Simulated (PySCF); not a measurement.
Compound: C4H8F (doublet state).
Z-matrix (Å and degrees, GFN2-xTB geometry), rows numbered from 1:
```
C 
C   1  1.4836
C   2  1.4836  1  119.93
C   2  1.4766  1  119.14  3   164.72
F   4  1.4121  2  111.71  1   -82.36
H   1  1.0889  2  111.02  3    36.26
H   1  1.0894  2  111.11  3   158.05
H   1  1.0971  2  110.96  3   -83.02
H   3  1.0972  2  110.96  1    83.28
H   3  1.0888  2  110.98  1   -36.02
H   3  1.0894  2  111.12  1  -157.77
H   4  1.0950  2  112.43  1    34.80
H   4  1.0951  2  112.47  1   160.39
```

The hyperfine couplings belong to this conformer and change with its torsions.

As a line formula: `C[C](C)CF` [radical].

Theory: PySCF, UKS B3LYP, pcH-1 on C F H, non-relativistic, mean-field spin-orbit, GIAO. One conformer (not necessarily the lowest) at the GFN2-xTB geometry, without solvent, vibrations or thermal averaging. Couplings are sensitive to structure, and on GFN2-xTB geometries they can be far from those on DFT ones. Stability of the SCF solution: not tested.

Principal values of hyperfine tensors in MHz (contact and dipolar terms together), for some of the nuclei:

```json
{"atom": "F5", "isotope": "19F", "A1": "197.25", "A2": "203.26", "A3": "545.94", "alike by the symmetry of this geometry": "none"}
{"atom": "H8", "isotope": "1H", "A1": "138.25", "A2": "140.54", "A3": "151.29", "alike by the symmetry of this geometry": "H9"}
{"atom": "C2", "isotope": "13C", "A1": "23.79", "A2": "23.93", "A3": "256.59", "alike by the symmetry of this geometry": "none"}
{"atom": "H11", "isotope": "1H", "A1": "28.80", "A2": "29.37", "A3": "42.59", "alike by the symmetry of this geometry": "H7"}
{"atom": "C1", "isotope": "13C", "A1": "-32.96", "A2": "-31.06", "A3": "-28.40", "alike by the symmetry of this geometry": "C3"}
{"atom": "H12", "isotope": "1H", "A1": "6.46", "A2": "9.75", "A3": "22.71", "alike by the symmetry of this geometry": "H13"}
{"atom": "C4", "isotope": "13C", "A1": "-11.57", "A2": "-9.22", "A3": "-7.89", "alike by the symmetry of this geometry": "none"}
```

Problem. Give the isotropic coupling of each nucleus in MHz and in mT (g = 2.0025), and the anisotropic part.

Solution. a_iso = (A1 + A2 + A3)/3, Ti = Ai − a_iso; 1 mT corresponds to 28.027 MHz.

| atom | a_iso (MHz) | a_iso (mT) | T1 | T2 | T3 |
| --- | --- | --- | --- | --- | --- |
| F5 | 315.48 | 11.256 | -118.23 | -112.22 | 230.45 |
| H8 | 143.36 | 5.115 | -5.11 | -2.82 | 7.93 |
| C2 | 101.44 | 3.619 | -77.65 | -77.51 | 155.16 |
| H11 | 33.59 | 1.198 | -4.79 | -4.21 | 9.00 |
| C1 | -30.81 | -1.099 | -2.15 | -0.26 | 2.40 |
| H12 | 12.97 | 0.463 | -6.51 | -3.23 | 9.74 |
| C4 | -9.56 | -0.341 | -2.01 | 0.35 | 1.67 |

Problem. What spin density at the nucleus of H11 lies behind its contact coupling (g_N = 5.58569)?

Solution. a_FC = 800.24 MHz bohr³ × g_N × ρ(0)/(2S). With a_FC = 33.59 MHz and 2S = 1, ρ(0) = 0.007514 bohr⁻³. In magnitude that is 2.4 % of the 1/π = 0.318 of a free hydrogen atom.

Problem. H6 (1H, g_N = 5.58569) isn't in the table. Its spin density at the nucleus is 0.007626 bohr⁻³. What is its contact coupling?

Solution. By the same relation, a_FC = 34.1 MHz. Its full tensor has the principal values 29.47, 30.00, 42.80 MHz.

Problem. Which nucleus of the table has the largest anisotropic coupling, and what is its form?

Solution. F5: -118.2, -112.2, 230.5 MHz, nearly axial, close to the ratio −1:−1:+2.

Problem. In a single crystal, with the field along each principal axis of the tensor of H8 in turn, what first-order splitting does this nucleus give (isotropic g, quadrupole terms neglected)?

Solution. 2 lines (I = 1/2), spaced by |A_i|/(g × 13.996): 4.93, 5.01, 5.40 mT along the axes of A1, A2 and A3.
